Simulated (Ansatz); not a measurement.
# AlClO+ (quartet): from Hartree-Fock to the top rungs, def2-TZVPP

The task here is to estimate one member of a computed series from the others.

Computed with Ansatz 0.2.0, Gaussian basis. Level: def2-TZVPP, core rule «outside noble gas», up to 11 orbitals frozen.

To be run: UHF; ROHF; CCSD(T) on UHF.

2 further runs of the same task are left out: 2 set aside as unsound or not needed.

## What is computed

The geometry is a PBE0/def2-TZVP stationary point (not a proven minimum) of the parent state, kept for this charge and spin.

3 atoms, charge 1, spin multiplicity 4.

Atoms are counted from 1 here; the program's logs count them from 0.

Bond lengths: Al1–O2 1.750 Å, Al1–Cl3 2.102 Å. Angles: O2–Al1–Cl3 112.3°.

The first run:

in.yaml reads:

```yaml
crystal:
  periodic: [false, false, false]
  atoms:
    - {symbol: Al, position_ang: [0.000000, -0.618067, 0.625527]}
    - {symbol: O, position_ang: [0.000000, 0.622582, 1.860209]}
    - {symbol: Cl, position_ang: [0.000000, 0.189419, -1.315542]}
basis:
  gaussian: {orbitals: def2-TZVPP}
total_charge: 1
magnetization: {spin_polarized: true, initial_magnetization: 3}
hamiltonian: {xc: hf}
output: {orbitals: {seedname: orbitals}}
```

Launch:

```console
$ ansatz run in.yaml --threads 1 --pin off --events-out ev --progress --plain --max-ram 4096MiB --backend cpu
```

Among the steps run: UHF; ROHF; CCSD(T) on UHF.

One of the session's tables, all rows but one given; the rest of the session is left out.

| method | from UCCSD(T) (meV) |
| --- | --- |
| ROHF | ? |
| UHF | +11306.0 |
| UMP2 | +1519.1 |
| UCCSD | +458.5 |
| UCCSD(T) | 0 |

Q: Estimate the row for ROHF from the others.

As computed: from UCCSD(T) (meV): +11517.6. In the column «from UCCSD(T) (meV)» it is the highest.
